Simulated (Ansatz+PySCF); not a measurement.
A calculation with PySCF 2.14.0.

```python
from pyscf import gto, scf, cc

mol = gto.M(atom="""
C 0.000000 0.000000 -1.381700
C 0.000000 0.000000 1.381700
""", basis='6-31g', charge=0, spin=0)
mf = scf.UHF(mol)
mf.kernel()
mycc = cc.CCSD(mf, frozen=2).run()
et = mycc.ccsd_t()
print(mf.e_tot, mycc.e_corr, et, mycc.e_tot + et)
```

The script is written out from the run's settings.

The run gave:

* Converged: yes
* Reference energy: -75.07221 hartree
* CCSD correlation energy: -0.35711 hartree
* Triples correction: -0.04223 hartree
* Total energy: -75.47154 hartree

The reference isn't the lowest determinant (another lies 7.72 eV lower), but the same method gives a higher total on the lower determinant. Caution: large amplitudes, a single reference is doubtful.
